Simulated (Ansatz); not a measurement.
System: chalcopyrite CuGaSe2. Method: PBE-D3(BJ) (PAW; Ansatz, an electronic-structure program).

Input:

Ansatz 0.2 input:
```yaml
crystal:
  lattice:
    - [-2.8344327799, 2.8344327799, 5.625491596]
    - [2.8344327799, -2.8344327799, 5.625491596]
    - [2.8344327799, 2.8344327799, -5.625491596]
  atoms:
    - { symbol: Ga, position: [0.5, 0.5, 0.0] }
    - { symbol: Ga, position: [0.25, 0.75, 0.5] }
    - { symbol: Cu, position: [0.0, 0.0, 0.0] }
    - { symbol: Cu, position: [0.75, 0.25, 0.5] }
    - { symbol: Se, position: [0.875, 0.8818410415, 0.5068410415] }
    - { symbol: Se, position: [0.1181589585, 0.625, -0.0068410415] }
    - { symbol: Se, position: [0.375, 0.3681589585, 0.4931589585] }
    - { symbol: Se, position: [0.6318410415, 0.125, 0.0068410415] }
basis:
  ecutwfc: 520
  ecutrho_ratio: 4
  xc_grid: 2
kpoints:
  mp_grid: { grid: [8, 8, 8] }
hamiltonian:
  xc: pbe
  dispersion: d3bj
  pseudopotentials: { kind: paw }
scf:
  occupations: { method: fermi_dirac, width: 0.01 }
output:
  forces: true
  stress: true
  eigenvalues: true
relax:
  f_tol: 0.004
  escape_saddle: false
  max_steps: 80
  cell: { stress_tol: 0.02, fix: [volume] }
```

From the output:

```
Relaxation: its limit of steps is 80 (relax.max_steps)
Crystal: 8 atoms, lattice volume = 180.781 Å³
Basis set: ecut = 520 eV, 4893 PW (Γ), exchange–correlation on 108×108×108 points (8 copies of the dense FFT grid, shifted against one another)
Bands: 77, of which v1, the nominal top of the filled ones, is band 64 counted from 1 (63 counted from 0)
Symmetry: 8 space group operations
Space group: I-42d (ITA 122), of the structure as read, at distance tolerance 5.7e-5 Å
k-points: 59 of 512 (time reversal used)
Functional: x = pbe(κ = 0.804, μ = 0.2195149727645171), c = pbe(β = 0.06672455060314922)
SCF iter   1: F=—  HF=-42699.171622 eV  |F-HF|=—  |Δ(HF+E_count)|=         —  Δρ=7.26e-4  dr2=1.08e-3
SCF iter   2: F=—  HF=-42699.172614 eV  |F-HF|=—  |Δ(HF+E_count)|=   9.92e-4  Δρ=7.90e-4  dr2=9.19e-4
  ...
SCF 1 converged in 9 iterations: F = -42699.172597 eV  dr2 = 2.54e-8
Crystal: 8 atoms, lattice volume = 180.781 Å³
Initial density: handed on by an earlier stage of this run
SCF 2 converged in 6 iterations: F = -42699.172829 eV  dr2 = 1.95e-8
Crystal: 8 atoms, lattice volume = 180.781 Å³
SCF 3 converged in 6 iterations: F = -42699.172849 eV  dr2 = 4.61e-9
Crystal: 8 atoms, lattice volume = 180.781 Å³
SCF iter   6: F=—  HF=-42699.172849 eV  |F-HF|=—  |Δ(HF+E_count)|=  8.59e-10  Δρ=1.99e-7  dr2=8.90e-11
SCF iter   7: F=-42699.172849 eV  HF=-42699.172849 eV  |F-HF|=7.28e-12  |Δ(HF+E_count)|=  5.09e-11  Δρ=5.52e-8  dr2=9.84e-12
SCF 4 converged in 7 iterations: F = -42699.172849 eV  dr2 = 9.84e-12
SCF converged after 7 iterations
Free energy (F): -42699.172849 eV
Internal energy: -42699.172794 eV  (E = F + TS)
E sigma→0 (E₀):  -42699.172822 eV
Fermi energy:    8.303749 eV
--- Forces (eV/Å), atoms counted from 1 ---
  atom   1  Ga     0.00000000     0.00000000     0.00000000
  atom   2  Ga     0.00000000    -0.00000000     0.00000000
  atom   3  Cu     0.00000000     0.00000000    -0.00000000
  atom   4  Cu     0.00000000     0.00000000     0.00000000
  atom   5  Se    -0.00022619     0.00000000    -0.00000000
  atom   6  Se     0.00000000     0.00022619    -0.00000000
  atom   7  Se     0.00022619     0.00000000     0.00000000
  atom   8  Se    -0.00000000    -0.00022619     0.00000000
--- Stress (GPa, compression-positive) ---
       -2.428832      -0.000000       0.000000
       -0.000000      -2.428832       0.000000
        0.000000       0.000000      -2.433853
  P = ⅓ Tr σ = -2.4305 GPa (-24.305 kbar)
```

The cell is one volume of an energy–volume scan, off the minimum.

It cost about 7 core-minutes (a rough figure) of CPU time.
